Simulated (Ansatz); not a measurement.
Elastic constant C13 (GPa) of solids drawn from the class of tetrahedrally bonded semiconductors and semimetals, at two levels: PBE (Ansatz, a program for electronic structure, plane waves, PAW), and r²SCAN (Ansatz, PAW).

| solid | PBE | r²SCAN |
|---|---|---|
| wurtzite BN (high-pressure phase) | 58.2 | 59.2 |
| wurtzite ZnO | 92.8 | 113 |
| wurtzite GaN | 80.2 | 94.9 |
| wurtzite AlN | 97.4 | 105 |
| wurtzite CdS | 37.3 | 44.6 |
| 2H-SiC | 50.5 | ? |

Task: Estimate the withheld r²SCAN value from the other rows.

Result: One way: carry over the typical ratio. The ratios r²SCAN / PBE of the other rows, in order: 1.017, 1.078, 1.183, 1.196, 1.218; median 1.183. 2H-SiC: 50.5 × 1.183 = 59.7 GPa; the run gives 49.1 GPa. The ratios spread from 1.017 to 1.218, so such an estimate is rough. 2H-SiC lies outside that spread.

Over all 6 rows r²SCAN is the larger in 5.

Ansatz's runs of these crystals have no spin polarisation.

Each level is taken at its own relaxed cell. Ansatz's density-functional and Hartree–Fock values are scalar-relativistic unless marked +SOC, with PAW data made under PBE.
